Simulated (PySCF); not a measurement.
## [C₅H₁₂N]+: calculation and literature

Bonds (- single, = double, # triple, : aromatic): C1=C2, C2-N3, N3-C4, N3-C5, N3-C6. C1 carries H7, H8; C2 carries H9; C4 carries H10, H11, H12; C5 carries H13, H14, H15; C6 carries H16, H17, H18. Formal charges: N3 +1.

Total charge +1. H7 is cis to N3; H8 is trans to N3.

What is known from experiment:  Coupling constants: 3J(H9,H8) (cis) 8.2 Hz, 3J(H9,H7) (trans) 15.1 Hz, 2J(H7,H8) -4.3 Hz.

[PySCF 2.14.0 with density-fitted response routines: shielding tensors at KT2/pcSseg-1 (GIAO); geometry: PBE0-D3(BJ)/def2-SVP; J: B3LYP/pcJ-1 (spin–dipole term only in couplings to heteroatoms); a single conformation; one averaged value for each set of equivalent atoms; no solvent; non-relativistic]

What does the calculation give, and how does it compare?

Results:


Coupling constants in Hz:
```tsv
coupling	reference	computed	source
3J(H9,H8) cis	8.2	9.7	measured; solution (compiled); Pretsch, Buehlmann, Badertscher, Structure Determination of Organic Compounds, 4th ed., Springer 2009
3J(H9,H7) trans	15.1	16.5	measured; solution (compiled); Pretsch, Buehlmann, Badertscher, Structure Determination of Organic Compounds, 4th ed., Springer 2009
2J(H7,H8)	-4.3	-5.9	measured; solution (compiled); Pretsch, Buehlmann, Badertscher, Structure Determination of Organic Compounds, 4th ed., Springer 2009
```
